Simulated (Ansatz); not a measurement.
# BH2SF (SMILES FBS): the energy, rung by rung

BH2SF has 5 atoms, charge 0, and is taken as a singlet. SMILES: `FBS`. The coordinates come from a PBE0-D4/def2-TZVP relaxation. This is one conformer, not always the lowest.

```jsonl
{"atom": "F", "x (Å)": "-1.1191", "y (Å)": "-0.9059", "z (Å)": "-1.0692"}
{"atom": "B", "x (Å)": "-0.4128", "y (Å)": "-0.3391", "z (Å)": "-0.1061"}
{"atom": "S", "x (Å)": "0.9724", "y (Å)": "0.6986", "z (Å)": "-0.5794"}
{"atom": "H", "x (Å)": "-0.7120", "y (Å)": "-0.5309", "z (Å)": "1.0337"}
{"atom": "H", "x (Å)": "1.3214", "y (Å)": "1.0037", "z (Å)": "0.6796"}
```

Each level gives the energy change with the S3–H5 bond stretched from 1.342 to 2.012 Å (eV). The values are calculated.

| level | kind | program | value (eV) | less FCI/STO-3G |
| --- | --- | --- | --- | --- |
| PBE/STO-3G (restricted) | GGA | Ansatz | 2.57 | +0.13 |
| r2SCAN/STO-3G (restricted) | meta-GGA | Ansatz | 2.80 | +0.36 |
| B3LYP/STO-3G (restricted) | global hybrid | Ansatz | 2.79 | +0.35 |
| r2SCAN0/STO-3G (restricted) | hybrid meta-GGA | Ansatz | 3.11 | +0.67 |
| CAM-B3LYP/STO-3G (restricted) | range-separated hybrid | Ansatz | 3.06 | +0.62 |
| wB97M-V/STO-3G (restricted) | range-separated hybrid | Ansatz | 3.07 | +0.63 |
| RPA@PBE/STO-3G (restricted) | RPA | Ansatz | 2.53 | +0.09 |
| CCSD(T)/STO-3G (restricted) | coupled cluster or CI | Ansatz | 2.44 | 0.00 |
| FCI/STO-3G | exact in the basis | Ansatz | 2.44 | 0.00 |

FCI/STO-3G is exact within its basis and frozen core, so for wave-function methods in that basis the difference is their error; functionals converge differently with the basis, so for them it is only a difference. The first shape isn't each level's own minimum. The values span 2.44 to 3.11 eV. All rows use very small basis sets, so even the best lies far from the true value.
